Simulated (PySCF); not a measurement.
B3LYP has the VWN-RPA correlation part, as in Gaussian. 

```xyz
4

C      0.0000     0.0000     0.0000
H      1.0687    -0.1557    -0.0027
H     -0.6693    -0.8477     0.0023
H     -0.3995     1.0034     0.0004
```

Charge 0, multiplicity 2.

Question: Give the Mulliken and meta-Löwdin atomic charges from B3LYP-D3(BJ)/def2-TZVP // PBE0-D4/def2-TZVP (PySCF).

Answer: 
```json
[
 {"atom": "C1", "Mulliken (e)": "-0.38", "meta-Löwdin (e)": "-0.39"},
 {"atom": "H2", "Mulliken (e)": "0.13", "meta-Löwdin (e)": "0.13"},
 {"atom": "H3", "Mulliken (e)": "0.13", "meta-Löwdin (e)": "0.13"},
 {"atom": "H4", "Mulliken (e)": "0.13", "meta-Löwdin (e)": "0.13"}
]
```
